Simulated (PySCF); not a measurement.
C4H2FN.
SMILES: `C#C[C@@H](F)C#N`

The calculation used MP2 and CCSD/aug-cc-pVDZ in PySCF, restricted Hartree–Fock reference, 6 core orbitals frozen, non-relativistic, gas phase, PBE0-D3(BJ)/def2-SVP geometry.

E(HF) = -306.45967 Eh.

Problem. How large is the problem?

Solution. 156 basis functions and 42 electrons; 6 orbitals frozen, which leaves o = 15 correlated occupied and v = 135 virtual orbitals. That is o·v = 2025 singles and o·v(o·v + 1)/2 = 2051325 distinct closed-shell doubles amplitudes before symmetry; the costliest CCSD step grows as o²v⁴ = 7.5 × 10^10.

Problem. What are the MP2 and CCSD correlation energies?

Solution. MP2 -0.8810 Eh and CCSD -0.9017 Eh, which gives totals of -307.34069 and -307.36137 Eh. That is 0.818 eV for each correlated electron at CCSD (2367 kJ/mol in all, 0.293 % of the total energy); MP2 gives 97.7 % of the CCSD value.

Problem. What is the T1 diagnostic?

Solution. 0.0134, below the customary warning level of 0.02. It is the norm of the spatial-orbital singles amplitudes over the root of the number of correlated electrons, so the norm is 0.073.

Problem. How does correlation change the dipole moment?

Solution. HF gives 3.76 D and CCSD (unrelaxed density) 3.41 D, a change of -0.35 D.

Connected triples and the basis-set limit are missing.

The job also held the EOM ionisation roots. Hardware: one thread of an Arm Neoverse V1, shared host. Cost: 5.8 min of wall time, 2.9 GiB resident at most.
